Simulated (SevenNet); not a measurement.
Rock-salt MgS

Level of theory: the machine-learned potential SevenNet-0 (trained on PBE and PBE+U data).

Cell: relaxed at this level.

```json
{
 "lattice_parameter_a": "5.223 Å",
 "equilibrium_volume_per_atom": "17.82 Å³/atom"
}
```

Measured, for comparison: lattice constant a 5.188 Å, equilibrium volume per atom 17.45 Å³/atom (corrected for zero-point motion; as tabulated in Goldzak et al. (2022), arXiv:2208.04865). Computed (rounded) less measured: lattice constant a +0.7 %, equilibrium volume per atom +2.1 %.

A machine-learned potential is trained on density-functional data: it inherits that level's misses and adds fitting errors of its own.
